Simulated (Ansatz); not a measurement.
# C2H5Mg: the cost of one run

All numbers below are computed with Ansatz 0.2.0 (UKS PBE/STO-3G).

## (1) The starting structure

Bond lengths: C1–Mg2 2.104 Å, Mg2–C3 2.138 Å, C1–H4 1.085 Å, C1–H5 1.129 Å, C3–H6 1.138 Å, C3–H7 1.146 Å, C3–H8 1.066 Å. Angles: C1–Mg2–C3 179.3°, Mg2–C1–H4 111.7°, Mg2–C1–H5 112.9°, H4–C1–H5 105.2°, Mg2–C3–H6 109.8°, Mg2–C3–H7 111.1°, Mg2–C3–H8 113.0°, H6–C3–H7 105.8°, H6–C3–H8 108.8°, H7–C3–H8 108.2°.

Structure file:

```xyz
8

C    -1.5772    1.3194   -1.2900
Mg   -0.2895    0.1763   -0.0815
C     1.0217   -1.0044    1.1263
H    -1.8831    0.7758   -2.1781
H    -1.0942    2.2653   -1.6740
H     1.4314   -0.3728    1.9799
H     1.9356   -1.3492    0.5266
H     0.5476   -1.8676    1.5350
```

## (2) Relaxing the start

input.yaml

```yaml
crystal:
  periodic: [false, false, false]
  atoms:
    - { symbol: C, position_ang: [-1.5772, 1.3194, -1.29] }
    - { symbol: Mg, position_ang: [-0.2895, 0.1763, -0.0815] }
    - { symbol: C, position_ang: [1.0217, -1.0044, 1.1263] }
    - { symbol: H, position_ang: [-1.8831, 0.7758, -2.1781] }
    - { symbol: H, position_ang: [-1.0942, 2.2653, -1.674] }
    - { symbol: H, position_ang: [1.4314, -0.3728, 1.9799] }
    - { symbol: H, position_ang: [1.9356, -1.3492, 0.5266] }
    - { symbol: H, position_ang: [0.5476, -1.8676, 1.535] }
magnetization:
  spin_polarized: true
  initial_magnetization: 1
basis:
  gaussian: { orbitals: STO-3G }
hamiltonian:
  xc: pbe
relax:
  f_tol: 0.02
  max_steps: 40
```

Started as:

```sh
> ansatz run input.yaml --threads 1 --pin off --max-ram 2048MiB --backend cpu --events-out ev --progress --plain --runs-dir out
```

Q: Estimate wall time and peak memory on 1 thread of Intel Xeon 6975P-C (Granite Rapids), shared host.

About 5.1 s, with a peak of 0.13 GiB.
